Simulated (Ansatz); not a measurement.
# CH₂BN: an energy map over bond length B1–C2 and bond length B1–H4

How does the energy of CH2BN, SMILES B=C=N change over two coordinates at once? A grid of runs gives the map.

Computed with Ansatz 0.2.0. Level: RHF/def2-TZVP.

### 1 Starting geometry

SMILES `B=C=N`, 5 atoms, charge 0, spin multiplicity 1.

Atoms are counted from 1 here; the program's logs count them from 0.

Bond lengths: B1–C2 1.399 Å, B1–H4 1.191 Å, C2–N3 1.256 Å, N3–H5 1.044 Å. Angles: C2–B1–H4 178.0°, B1–C2–N3 173.5°, C2–N3–H5 112.5°.

Coordinates:

```xyz
5
charge 0, multiplicity 1
B    -0.7429    0.5816   -0.7571
C     0.0345   -0.2192    0.0869
N     0.6478   -1.0466    0.8064
H    -1.3796    1.2963   -1.4657
H     1.4402   -0.6121    1.3295
```

This geometry comes from a loose relaxation at PBE in a small basis, which is not shown.

### 3 Setting up the map

First coordinate, bond length B1–C2: 15 values from 1.126 to 2.060 Å. Second coordinate, bond length B1–H4: 15 values from 0.976 to 1.511 Å.

Nothing else is relaxed (all other coordinates rigid). Energies count from the relaxed molecule at the same level.

(The set-up runs are not shown.)

### 4 Point bond length B1–C2 = 1.393 Å, bond length B1–H4 = 1.167 Å

The input, input.yaml:

```yaml
crystal:
  periodic: [false, false, false]
  atoms:
    - { symbol: B, position_ang: [-0.720041, 0.57544, -0.737499] }
    - { symbol: C, position_ang: [0.034039, -0.248716, 0.094715] }
    - { symbol: "N", position_ang: [0.649671, -1.029699, 0.803388] }
    - { symbol: H, position_ang: [-1.347392, 1.271834, -1.432737] }
    - { symbol: H, position_ang: [1.412773, -0.600564, 1.30418] }
basis:
  gaussian: { orbitals: def2-TZVP }
hamiltonian:
  xc: hf
output:
  forces: true
```

Command:

```console
ansatz run input.yaml --threads 1 --pin off --max-ram 2560MiB --backend cpu --events-out ev --progress --plain --runs-dir out
```

The session goes on with these runs: the other points that were computed.

What does the calculation give? Wanted: lowest point; highest computed point; largest force on an atom.

The runs gave:

```
                       quantity                                                                                                                                                         value
                   lowest point                                                                                            bond length B1–C2 = 1.393 Å, bond length B1–H4 = 1.167 Å, 0.010 eV
         highest computed point                                                                            bond length B1–C2 = 2.060 Å, bond length B1–H4 = 1.511 Å, 5.88 eV above the lowest
largest force on an atom (eV/Å)  0.9 at bond length B1–C2 = 1.393 Å, bond length B1–H4 = 1.167 Å to 30.4 at bond length B1–C2 = 1.126 Å, bond length B1–H4 = 1.511 Å; 0.9 at the lowest point
        time for the whole task                                                                                                                              4.4 min on 1 thread, shared host
```

In words: The lowest computed point is at bond length B1–C2 = 1.393 Å, bond length B1–H4 = 1.167 Å, 0.010 eV from the relaxed molecule at the same level. No other kind of well shows on this grid. The highest computed point, bond length B1–C2 = 2.060 Å, bond length B1–H4 = 1.511 Å, lies 5.88 eV above the lowest. Round the minimum the two coordinates are nearly uncoupled.
